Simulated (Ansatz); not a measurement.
# PSi: the cost of one run

Method: def2-QZVPP, core rule «outside noble gas», up to 10 orbitals frozen; program: Ansatz 0.2.0, Gaussian basis.

The runs, in order: UHF; ROHF; CCSD(T) on UHF.

2 further runs of the same task are left out: 2 set aside as unsound or not needed.

**1. The geometry**

The geometry is a PBE0/def2-TZVP stationary point (not a proven minimum).

2 atoms, charge 1, spin multiplicity 3.

Atoms are counted from 1 here; the program's logs count them from 0.

Bond lengths: Si1–P2 2.217 Å.

**2. UHF**

in.yaml

```yaml
crystal:
  periodic: [false, false, false]
  atoms:
    - {symbol: Si, position_ang: [0.000000, 0.000000, 0.000000]}
    - {symbol: P, position_ang: [0.000000, 0.000000, 2.216600]}
basis:
  gaussian: {orbitals: "def2-QZVPP.json"}
total_charge: 1
magnetization: {spin_polarized: true, initial_magnetization: 2}
hamiltonian: {xc: hf}
output: {orbitals: {seedname: orbitals}}
```

Started as:

```sh
> ansatz run in.yaml --threads 1 --pin off --events-out ev --progress --plain --max-ram 2393MiB
```

What time and memory should one allow on 1 thread of Arm Neoverse V1, shared host?

About 26 s, with a peak of 0.32 GiB.
